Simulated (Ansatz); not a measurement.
Species: ethanol, C2H6O, charge 0, multiplicity 1. 
Coordinates optimised at B3LYP-D3(BJ)/def2-TZVP (Ansatz, a program for electronic structure):
```xyz
9

C      1.1718    -0.4079     0.0081
C      0.0038     0.5538    -0.0092
O     -1.1993    -0.2136     0.0022
H     -1.9515     0.3866    -0.0087
H      0.0464     1.2144     0.8659
H      0.0484     1.1848    -0.9058
H      2.1164     0.1393     0.0001
H      1.1395    -1.0312     0.9029
H      1.1415    -1.0607    -0.8654
```
Charge 0, spin multiplicity 1.

CCSD(T) with Ansatz in growing basis sets, 20 correlated electrons. Cores are frozen in the correlated levels unless marked. Open shells are spin-unrestricted. Spin-orbit coupling is left out. No relativistic terms. Costs are ratios of core time to the smallest set, on shared machines of one kind, and rough; they hold the program's checks for lower states.

```csv
basis,functions,cost over smallest,E(corr) (Eh),electronic atomisation energy (kcal/mol)
aug-cc-pVDZ,123,1×,-0.5596,761.8
aug-cc-pVTZ,276,10×,-0.6642,795.7
```

Formally CCSD grows as o²v⁴ and (T) as o³v⁴; with o = 10 and v going from 110 to 263 both grow 33-fold in the last step, while integrals and the mean field grow more slowly. That step adds 104.7 mEh of correlation energy and 33.9 kcal/mol to the atomisation energy.
